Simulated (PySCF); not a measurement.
1-chloro-1-fluoroethane, C₂H₄ClF, SMILES C[C@@H](F)Cl, point group C1.

Level: PBE0/pcSseg-1 in PySCF (density fitting, grid level 2); geometry and Hessian at that level, cubic constants and property derivatives from steps of ±0.6 along each species' dimensionless normal coordinates, second-order vibrational perturbation theory. The parent has the commonest isotopes.

Equilibrium geometry (Å):

| atom | x | y | z |
| --- | --- | --- | --- |
| C1 | -0.7971 | 0.0420 | -0.1047 |
| C2 | 0.6705 | -0.1351 | 0.1445 |
| F3 | 1.1873 | -1.0311 | -0.7426 |
| Cl4 | 1.5565 | 1.4161 | -0.0421 |
| H5 | -0.9613 | 0.4136 | -1.1203 |
| H6 | -1.2957 | -0.9274 | 0.0044 |
| H7 | -1.2281 | 0.7480 | 0.6100 |
| H8 | 0.9041 | -0.4885 | 1.1524 |

Q: How much do zero-point and thermal motion change the parent's shieldings?

A: 
| atom | σe (ppm) | anharmonic part, 0 K | harmonic part, 0 K | Δσ at 0 K | Δσ at 250 K | Δσ at 300 K |
| --- | --- | --- | --- | --- | --- | --- |
| C1 | 157.32 | -0.21 | -4.17 | -4.38 | -4.55 | -4.62 |
| C2 | 76.98 | -2.14 | -1.38 | -3.51 | -3.71 | -3.80 |
| F3 | 314.35 | -3.36 | -10.14 | -13.50 | -14.37 | -14.81 |
| Cl4 | 682.97 | -6.44 | -17.27 | -23.71 | -26.06 | -27.19 |
| H5 | 29.46 | -0.01 | -0.65 | -0.66 | -0.68 | -0.69 |
| H6 | 29.69 | 0.00 | -0.67 | -0.67 | -0.69 | -0.70 |
| H7 | 29.99 | 0.00 | -0.70 | -0.69 | -0.72 | -0.73 |
| H8 | 25.26 | -0.21 | -0.41 | -0.62 | -0.63 | -0.63 |

Q: And the bond lengths, in the parent and with ²H at 8?

A: 
```csv
bond,re (Å),⟨r⟩ at 0 K,between mean positions,"⟨r⟩, labelled"
C1–C2,1.4991,1.5087,1.5065,1.5085
C2–F3,1.3626,1.3704,1.3683,1.3703
C2–Cl4,1.7961,1.8039,1.8027,1.8036
C1–H5,1.0938,1.1150,1.0936,1.1150
C1–H6,1.0955,1.1168,1.0951,1.1168
C1–H7,1.0932,1.1142,1.0925,1.1143
C2–H8,1.0933,1.1149,1.1023,1.1090
```

Q: What are the dipole moments?

A: 2.351 D at equilibrium; averaged at 0 K: parent 2.355 D; ²H at 8 2.358 D; ²H at 5 2.353 D; ²H at 5, ²H at 6, ²H at 7, ²H at 8 2.361 D.

Internal rotors are held in one well.

The study (200 SCF points, 95 basis functions) took 10 min on 1 thread of AMD EPYC 9R45 (shared host) (rough), peak memory 0.52 GiB, launched as `OMP_NUM_THREADS=1 python ens_run.py task.json out`.
